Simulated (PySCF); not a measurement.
Computed with PySCF and rigid-rotor harmonic-oscillator thermochemistry at 1 bar. Table values come from the NASA 1993 polynomials. Open shells (unrestricted): CCl3 (multiplicity 2). The harmonic model lacks anharmonicity and excited electronic states, which grow with temperature; levels with a mode under 35 cm⁻¹ are left out. The table's entry may be an old estimate for CCl3 (not checked at source).

Harmonic frequencies at PBE0/def2-TZVP (cm⁻¹): 274, 274, 311, 501, 923, 924. Point group C3v; S°(298 K) = 301.6 J/mol/K at this level.

Task: Work out Cp and S° of gaseous CCl3 at 500, 800, 1200, 1600, 2000 K from these, and set them beside the table.

Result: 
```
T (K)  Cp PBE0/def2-TZVP  Cp table  S° PBE0/def2-TZVP  S° table
-----  -----------------  --------  -----------------  --------
500                 73.4      73.5              337.2     332.4
800                 78.7      78.8              373.1     368.4
1200                81.1      81.0              405.5     400.8
1600                81.9      82.0              429.0     424.3
2000                82.4      82.5              447.3     442.6
```
Units J/mol/K.
